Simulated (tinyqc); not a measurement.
Geometry optimisation on the unrestricted LDA (VWN5)/sto-3g surface (energies and gradients from PySCF), for BH2, spin multiplicity 2, step by step. Computed by tinyqc, a small Python program that keeps every step (integrals from PySCF). Settings: charge = 0, multiplicity = 2, basis = sto-3g, functional = lda,vwn, optimiser = bfgs, first Hessian = 0.6, largest step = 0.1, iteration cap = 30. Command: `OMP_NUM_THREADS=1 python tinyqc.py 28178 28179 out.jsonl` (the two numbers bound the seeds that draw the settings). One thread of a shared host (Intel(R) Xeon(R) Processor @ 2.60GHz), about 3 s of CPU time with the checks.

## Step 1: energy and gradient

positions at the start (bohr):
```
          x        y       z
1B  -0.0983   0.0794  0.0265
2H  -0.0170   2.1070  0.8485
3H  -0.0737  -2.2185  0.8806
```

Self-consistent energy and analytic gradient at these positions.

energy = -25.241771 hartree

gradient (hartree/bohr):
```
            x          y          z
1B   0.001145   0.063013   0.004423
2H  -0.001070  -0.007963  -0.014734
3H  -0.000075  -0.055051   0.010310
```

## Step 1: move

Quasi-Newton step p = -H^(-1) g (first H = 0.6 times the unit matrix); steps longer than 0.1 bohr are cut back (factor 0.697 here).

positions after step 1 (bohr):
```
          x        y       z
1B  -0.0996   0.0062  0.0213
2H  -0.0158   2.1163  0.8656
3H  -0.0736  -2.1546  0.8686
```

## Step 2: energy and gradient

As before.

energy = -25.247435 hartree

gradient (hartree/bohr):
```
            x          y          z
1B   0.000334   0.011680   0.002691
2H  -0.000013   0.016714  -0.003690
3H  -0.000320  -0.028393   0.000999
```

## Step 2: move

inverse Hessian in use (bohr^2/hartree):
```
         1        2        3        4        5        6        7        8
1   1.6667  -0.0004   0.0007   0.0001   0.0068  -0.0003  -0.0001  -0.0063
2  -0.0004   1.5058   0.0267   0.0065   0.3900   0.0181  -0.0060  -0.2292
3   0.0007   0.0267   1.6712  -0.0002   0.0226  -0.0076  -0.0005  -0.0493
4   0.0001   0.0065  -0.0002   1.6665  -0.0071  -0.0012   0.0001   0.0006
5   0.0068   0.3900   0.0226  -0.0071   1.5707  -0.0887   0.0003  -0.2940
6  -0.0003   0.0181  -0.0076  -0.0012  -0.0887   1.6670   0.0014   0.0706
7  -0.0001  -0.0060  -0.0005   0.0001   0.0003   0.0014   1.6667   0.0057
8  -0.0063  -0.2292  -0.0493   0.0006  -0.2940   0.0706   0.0057   2.1898
9  -0.0004  -0.0449   0.0031   0.0014   0.0662   0.0073  -0.0010  -0.0213

         9
1  -0.0004
2  -0.0449
3   0.0031
4   0.0014
5   0.0662
6   0.0073
7  -0.0010
8  -0.0213
9   1.6563
```

Quasi-Newton step p = -H^(-1) g (the inverse Hessian comes from BFGS updates; coordinates in the order x, y, z of each atom); steps longer than 0.1 bohr are cut back.

positions after step 2 (bohr):
```
          x        y       z
1B  -0.1004  -0.0244  0.0147
2H  -0.0157   2.0767  0.8750
3H  -0.0728  -2.0844  0.8658
```

## Step 3: energy and gradient

As before.

energy = -25.249316 hartree

gradient (hartree/bohr):
```
            x          y          z
1B   0.000487  -0.011963   0.009947
2H   0.000057   0.015925  -0.002442
3H  -0.000544  -0.003962  -0.007505
```

## Step 3: move

inverse Hessian in use (bohr^2/hartree):
```
         1        2        3        4        5        6        7        8
1   1.6674   0.0086   0.0092   0.0000   0.0306  -0.0063  -0.0007  -0.0392
2   0.0086   1.2736   0.2141   0.0054   0.5230  -0.0260  -0.0140  -0.1300
3   0.0092   0.2141   1.7632  -0.0010   0.3592  -0.0905  -0.0082  -0.5733
4   0.0000   0.0054  -0.0010   1.6665  -0.0096  -0.0006   0.0002   0.0042
5   0.0306   0.5230   0.3592  -0.0096   2.3049  -0.2798  -0.0210  -1.1612
6  -0.0063  -0.0260  -0.0905  -0.0006  -0.2798   1.7164   0.0068   0.3058
7  -0.0007  -0.0140  -0.0082   0.0002  -0.0210   0.0068   1.6672   0.0350
8  -0.0392  -0.1300  -0.5733   0.0042  -1.1612   0.3058   0.0350   2.9579
9  -0.0029  -0.1881  -0.0060   0.0016  -0.0794   0.0409   0.0014   0.2676

         9
1  -0.0029
2  -0.1881
3  -0.0060
4   0.0016
5  -0.0794
6   0.0409
7   0.0014
8   0.2676
9   1.6318
```

As before.

positions after step 3 (bohr):
```
          x        y        z
1B  -0.1019  -0.0216  -0.0085
2H  -0.0155   2.0368   0.8858
3H  -0.0715  -2.0472   0.8783
```

## Convergence

Stop when the largest gradient component is below 3e-5 hartree/bohr. The inverse Hessian follows the BFGS update with s = step, y = change of gradient.

Course of the optimisation:
```
step  E (hartree)  largest gradient (hartree/bohr)
1      -25.241771                         6.30e-02
2      -25.247435                         2.84e-02
3      -25.249316                         1.59e-02
4      -25.250250                         1.21e-02
5      -25.251266                         9.08e-03
6      -25.251546                         2.93e-03
7      -25.251564                         9.96e-04
8      -25.251566                         1.28e-05
```

Final distances (angstrom):
```
pair   distance
2H-1B    1.1819
3H-1B    1.1819
3H-2H    2.0863
```

Converged in 8 steps.
